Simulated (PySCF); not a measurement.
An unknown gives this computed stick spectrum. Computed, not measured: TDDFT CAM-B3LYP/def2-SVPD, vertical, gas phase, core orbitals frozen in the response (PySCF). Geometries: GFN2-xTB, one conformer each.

| state | ν̃ (cm⁻¹) | f | main configurations (H = HOMO, L = LUMO) |
| --- | --- | --- | --- |
| S1 | 35180 | 0.0004 | H-1→L (76%), H-2→L (12%) |
| S2 | 36280 | 0.0013 | H-2→L (66%), H-1→L (20%) |
| S3 | 36880 | 0.0045 | H-1→L+1 (86%) |
| S4 | 38710 | 0.0018 | H-2→L+1 (80%), H-2→L (12%) |
| S5 | 42100 | 0.010 | H→L+1 (56%), H→L (29%) |
| S6 | 43750 | 0.461 | H→L (62%), H→L+1 (35%) |
| S7 | 50550 | 0.0000 | H-4→L (64%), H-4→L+1 (26%) |
| S8 | 51190 | 0.231 | H-3→L (81%) |

Triplets computed (Tamm–Dancoff): 3.41, 3.93, 4.06 eV.

Question: Which structure fits? All have the formula C6H4N4.
A. `N#Cc1nc(ncn1)C=C`
B. `C#CCn1cc(C#N)nn1`
C. `C(=C)c1nncc(n1)C#N`
D. `c1cnc2nccnc2n1`

Answer: A. Its S1 lies at 4.36 eV; the nearest of the others has S1 at 3.07 eV. S1 is HOMO-1→LUMO (76%), HOMO-2→LUMO (12%). Löwdin shares by element: HOMO carbon 59% or more, nitrogen 16% or more (atoms not listed hold the other 24%); LUMO nitrogen 30% or more, carbon 28% or more (atoms not listed hold the other 41%). At the same level the other candidates give, for their lowest levels:
- `C=Cc1nncc(C#N)n1`: 2.89 eV (f 0.003); 3.60 eV (f 0.000); 4.52 eV (f 0.063); 5.31 eV (f 0.000); 5.36 eV (f 0.448); T1 2.22 eV; HOMO -8.94, LUMO -2.07 eV
- `c1cnc2nccnc2n1`: 3.07 eV (f 0.000); 4.34 eV (f 0.009); 4.54 eV (f 0.000); 4.62 eV (f 0.260); 4.96 eV (f 0.000); T1 2.65 eV; HOMO -8.65, LUMO -1.91 eV
- `C#CCn1cc(C#N)nn1`: 5.83 eV (f 0.006); 6.18 eV (f 0.003); 6.36 eV (f 0.226); 6.48 eV (f 0.001); 6.67 eV (f 0.057); T1 4.48 eV; HOMO -9.50, LUMO -0.17 eV

The values belong to the conformer `[CH2:1]=[CH:2][c:3]1[n:4][cH:5][n:6][c:7]([C:8]#[N:9])[n:10]1`: C1–C2–C3–N4 180°.
